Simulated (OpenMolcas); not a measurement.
# One shape, several levels: doublet [SO3]−

Aim: a comparison of 5 runs (UHF/6-311+G**, UBLYP/6-311+G**, UM06-L/6-311+G**, UPBE/6-311+G**, UTPSS/6-311+G**) of doublet [SO3]−. 

The calculation is run with OpenMolcas 26.06.

## 1. The system as given

[SO3]− has 4 atoms, charge -1, and is taken as a doublet. As SMILES of the parent species, `O=S(=O)=O`. The shape is that of a PBE0-D4/def2-TZVP optimisation. That shape belongs to the parent species and isn't relaxed for this state.

Bond lengths: O1–S2 1.419 Å, S2–O3 1.419 Å, S2–O4 1.419 Å. Angles: O1–S2–O3 120.0°, O1–S2–O4 120.0°, O3–S2–O4 120.0°.

## 2. The energy at UHF/6-311+G(d,p) (run 1)

run.inp reads:

```
&gateway
baslib = $CurrDir
coord
4
angstrom
O       -1.121570      -0.684610       0.536720
S        0.000010      -0.000030      -0.000040
O        1.308940      -0.327680       0.440460
O       -0.187380       1.012320      -0.977150
basis = 6-311pGss
group = NoSym
&seward
&scf
uhf
charge = -1
spin = 2
thresholds = 1e-10 1e-07 1e-07 1e-05
prorbitals = 1 2
```

The basis set 6-311+G** is read from a file made from the Basis Set Exchange's data (not shown).

The run is started by

```
$ export MOLCAS_MEM=1860
$ pymolcas run.inp > run.log
```

The log of the run:

```text
--- Start Module: gateway ---
[...]
--- Stop Module: gateway /rc=_RC_ALL_IS_WELL_ ---
--- Start Module: seward ---
[...]
      Basis functions           96
--- Stop Module: seward /rc=_RC_ALL_IS_WELL_ ---
[...]
--- Start Module: scf ---
[...]
       Convergence after  33 Iterations
[...]
::    Total SCF energy                               -622.0590420990
[...]
      Total spin, S                                     0.5044154461
[...]
      Total electronic charge=   41.000000
      Total            charge=   -1.000000
[...]
      Dipole Moment (debye):
      Origin of the operator (angstrom)=    0.0000   -0.0000   -0.0000
                   X= -6.4969E-02               Y=  6.1944E-01               Z=  6.5415E-01           Total=  9.0324E-01
      Center of Charge (angstrom)
[...]
--- Stop Module: scf /rc=_RC_ALL_IS_WELL_ ---
[...]
```

Wall time 17 s (1 thread of Arm Neoverse V1, shared host); peak memory 0.53 GiB.

## 3. A single-point energy at UBLYP/6-311+G(d,p) (run 2)

job.inp reads:

```
&GATEWAY
BasLib=$CurrDir
Coord
4
bohr
O     -2.11946013    -1.29372540     1.01425381
S      0.00001890    -0.00005669    -0.00007559
O      2.47353811    -0.61922546     0.83234877
O     -0.35409688     1.91300755    -1.84654588
Basis=6-311pGss
Group=NoSym
&SEWARD
GridInput
Grid=UltraFine
End of Grid
&SCF
UHF
Charge=-1
Spin=2
KSDFT=BLYP
Thresholds=1e-10 1e-07 1e-07 1e-05
PrOrbitals=0
```

The basis set 6-311+G** is read from a file made from the Basis Set Exchange's data (not shown).

The run is started by

```
$ export MOLCAS_MEM=1860
$ pymolcas job.inp > job.log
```

The log of the run:

```text
--- Start Module: gateway ---
[...]
--- Stop Module: gateway /rc=_RC_ALL_IS_WELL_ ---
--- Start Module: seward ---
[...]
      Basis functions           96
--- Stop Module: seward /rc=_RC_ALL_IS_WELL_ ---
[...]
--- Start Module: scf ---
[...]
       Convergence after  21 Iterations
[...]
::    Total KS-DFT energy                            -623.8579381823
[...]
      Total spin, S                                     0.5009019000
[...]
      Total electronic charge=   41.000000
      Total            charge=   -1.000000
[...]
      Dipole Moment (debye):
      Origin of the operator (angstrom)=    0.0000   -0.0000   -0.0000
                   X=  4.8641E-05               Y= -9.0620E-06               Z= -1.7931E-05           Total=  5.2627E-05
      Center of Charge (angstrom)
[...]
--- Stop Module: scf /rc=_RC_ALL_IS_WELL_ ---
[...]
```

It took 38 s on 1 thread of Arm Neoverse V1, shared host; peak memory 0.53 GiB.

## 4. A single-point energy at UM06-L/6-311+G(d,p) (run 3)

calc.input reads:

```
&gateway
 baslib=$CurrDir
 coord
 4
 angstrom
 O       -1.121570      -0.684610       0.536720
 S        0.000010      -0.000030      -0.000040
 O        1.308940      -0.327680       0.440460
 O       -0.187380       1.012320      -0.977150
 basis=6-311pGss
 group=NoSym

&seward
 gridinput
 Grid=UltraFine
 End of Grid

&scf
 uhf
 charge=-1
 spin=2
 ksdft=M06L
 thresholds=1e-10 1e-07 1e-07 1e-05
 prorbitals=1 2
```

The basis set 6-311+G** is read from a file made from the Basis Set Exchange's data (not shown).

The run is started by

```
$ export MOLCAS_MEM=1860
$ pymolcas calc.input > calc.log
```

The log of the run:

```text
--- Start Module: gateway ---
[...]
--- Stop Module: gateway /rc=_RC_ALL_IS_WELL_ ---
--- Start Module: seward ---
[...]
      Basis functions           96
--- Stop Module: seward /rc=_RC_ALL_IS_WELL_ ---
[...]
--- Start Module: scf ---
[...]
       Convergence after  24 Iterations
[...]
::    Total KS-DFT energy                            -623.8260775740
[...]
      Total spin, S                                     0.5020221641
[...]
      Total electronic charge=   41.000000
      Total            charge=   -1.000000
[...]
      Dipole Moment (debye):
      Origin of the operator (angstrom)=    0.0000   -0.0000   -0.0000
                   X=  1.6007E-04               Y= -1.3401E-03               Z= -1.4484E-03           Total=  1.9797E-03
      Center of Charge (angstrom)
[...]
--- Stop Module: scf /rc=_RC_ALL_IS_WELL_ ---
[...]
```

Run time: 66 s. Hardware: 1 thread of Arm Neoverse V1, shared host; peak memory 0.53 GiB.

Run 4 isn't shown in full; the table further down has it.

## 5. The energy at UTPSS/6-311+G(d,p) (run 5)

coord.xyz reads:

```xyz
4

O     -1.121570    -0.684610     0.536720
S      0.000010    -0.000030    -0.000040
O      1.308940    -0.327680     0.440460
O     -0.187380     1.012320    -0.977150
```

mol.inp reads:

```
* O3S Kohn-Sham DFT

&GATEWAY
 BasLib
 $CurrDir
 Coord
 coord.xyz
 Basis
 6-311pGss
 Group
 NoSym

&SEWARD
 GridInput
 Grid=UltraFine
 End of Grid

&SCF
 UHF
 Charge
 -1
 Spin
 2
 KSDFT
 2
 1.0 MGGA_X_TPSS
 1.0 MGGA_C_TPSS
 Thresholds
 1e-10 1e-07 1e-07 1e-05
 PrOrbitals
 1
```

The basis set 6-311+G** is read from a file made from the Basis Set Exchange's data (not shown).

The run is started by

```
$ export MOLCAS_MEM=1860
$ pymolcas mol.inp > mol.log
```

The log of the run:

```text
--- Start Module: gateway ---
[...]
--- Stop Module: gateway /rc=_RC_ALL_IS_WELL_ ---
--- Start Module: seward ---
[...]
      Basis functions           96
--- Stop Module: seward /rc=_RC_ALL_IS_WELL_ ---
[...]
--- Start Module: scf ---
[...]
       Convergence after  21 Iterations
[...]
::    Total KS-DFT energy                            -623.9185584655
[...]
      Total spin, S                                     0.5016002450
[...]
      Total electronic charge=   41.000000
      Total            charge=   -1.000000
[...]
      Dipole Moment (debye):
      Origin of the operator (angstrom)=    0.0000   -0.0000   -0.0000
                   X=  4.4178E-05               Y=  7.5273E-05               Z=  7.0514E-05           Total=  1.1220E-04
      Center of Charge (angstrom)
[...]
--- Stop Module: scf /rc=_RC_ALL_IS_WELL_ ---
[...]
```

It took 59 s on 1 thread of Arm Neoverse V1, shared host; peak memory 0.53 GiB.

## 6. The series

```
run             level  integration grid  energy (Eh)  HOMO energy (eV)  LUMO energy (eV)   ⟨S²⟩  wall time
  1     UHF/6-311+G**                 –  -622.059042             -1.16              5.78  0.759       17 s
  2   UBLYP/6-311+G**         UltraFine  -623.857938              2.10              2.64  0.752       38 s
  3  UM06-L/6-311+G**         UltraFine  -623.826078              2.64              3.17  0.754       66 s
  4    UPBE/6-311+G**         UltraFine  -623.491789              2.03              2.70  0.752       41 s
  5   UTPSS/6-311+G**         UltraFine  -623.918558              2.14              2.79  0.753       59 s
```

## 7. What came out

| quantity | value |
| --- | --- |
| run 5: total energy | -623.91856 Eh |
| run 5: HOMO energy (highest over α and β) | 2.14 eV |
| run 5: LUMO energy (lowest over α and β) | 2.79 eV |
| run 5: ⟨S²⟩ | 0.753 |

**Reading.** Totals of different functionals can't be ranked against each other. In runs 2, 3, 4, 5 the HOMO lies above zero, so the outermost electron may be held by the basis alone. All runs together took 3.7 min, the longest 66 s.
